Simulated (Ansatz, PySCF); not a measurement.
This PySCF input computes a B3LYP/def2-TZVPD energy:

```python
from pyscf import gto, scf, dft

mol = gto.M(
    atom='''
    C    -1.15560758   -0.01939183   -0.01978464
    C     0.24087785   -0.01165574   -0.00989118
    N     1.44282811    0.00934582    0.01142976
    H    -1.58379932   -0.76761383   -0.68871887
    H    -1.51517606   -0.12623595    1.03235025
    H    -1.51244297    1.01471445   -0.24558477
    ''',
    basis='def2-tzvpd',
    charge=1,
    spin=1,
    verbose=4,
)

mf = dft.UKS(mol, xc='b3lyp').density_fit(auxbasis='def2-universal-jkfit')
mf.grids.level = 3
mf.conv_tol = 1e-9
mf.max_cycle = 100
mf.max_memory = 1500
mf.kernel()
if not mf.converged:
    mf = mf.newton()
    mf.kernel(mf.make_rdm1())
for _ in range(2):
    mo, _, stable, _ = mf.stability(return_status=True)
    if stable:
        break
    mf.kernel(mf.make_rdm1(mo, mf.mo_occ))
mf.analyze()
```

Q: Write an input for the same energy in Ansatz (an electronic-structure program) and say what it gives.

A: 
Ansatz 0.2 input:
```yaml
crystal:
  periodic: [false, false, false]
  atoms:
    - {symbol: C, position_ang: [-1.15560758, -0.01939183, -0.01978464]}
    - {symbol: C, position_ang: [0.24087785, -0.01165574, -0.00989118]}
    - {symbol: N, position_ang: [1.44282811, 0.00934582, 0.01142976]}
    - {symbol: H, position_ang: [-1.58379932, -0.76761383, -0.68871887]}
    - {symbol: H, position_ang: [-1.51517606, -0.12623595, 1.03235025]}
    - {symbol: H, position_ang: [-1.51244297, 1.01471445, -0.24558477]}
basis:
  gaussian:
    orbitals: def2-TZVPD
hamiltonian:
  xc: {name: B3LYP}
total_charge: 1
magnetization: {spin_polarized: true, initial_magnetization: 1}
output: {forces: true}
```
It gives -132.36989 Eh, and PySCF -132.36994 Eh, a difference of 0.05 mEh, from the treatment of integrals and grids.
